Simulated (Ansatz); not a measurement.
# C2N2S: the cost of one run

Program: Ansatz 0.2.0, Gaussian basis. Level of theory: the settings change from run to run. These are calculated values, not measurements.

**1. The molecule**

The structure was relaxed beforehand with PBE0-D4 in a triple-zeta def2 set.

SMILES `N#CSC#N`, 5 atoms, charge 0, spin multiplicity 1.

Atoms are counted from 1 here; the program's logs count them from 0.

Bond lengths: N1–C2 1.153 Å, C2–S3 1.690 Å, S3–C4 1.690 Å, C4–N5 1.153 Å. Angles: N1–C2–S3 175.2°, C2–S3–C4 99.1°, S3–C4–N5 175.2°.

Geometry (Å):

```xyz
5
C2N2S
N     0.8623   -1.3620    1.6510
C     0.7430   -0.8406    0.6296
S     0.6821   -0.1467   -0.9101
C    -0.6838    0.8278   -0.7087
N    -1.6035    1.5214   -0.6619
```

**2. revPBE0/aug-pcseg-2**

This run has atoms shaken by 0.15 Å, finite nuclei.

Contents of in.yaml:

```yaml
crystal:
  periodic: [false, false, false]
  atoms:
    - {symbol: N, position_ang: [0.921559, -1.469743, 1.730692]}
    - {symbol: C, position_ang: [0.792417, -0.687332, 0.471033]}
    - {symbol: S, position_ang: [0.707499, -0.260209, -0.830564]}
    - {symbol: C, position_ang: [-0.511144, 0.918607, -0.628176]}
    - {symbol: N, position_ang: [-1.598681, 1.568921, -0.590030]}
basis:
  gaussian: {orbitals: aug-pcseg-2, nuclear_model: gaussian}
hamiltonian: {xc: {name: revPBE0}}
```

Command:

```
ansatz run in.yaml --threads 2 --pin off --events-out ev --progress --plain --max-ram 32768MiB --backend cpu
```

Q: Estimate wall time and peak memory on 2 threads of AMD EPYC 7R13, shared host.

About 3 s, with a peak of 0.43 GiB.
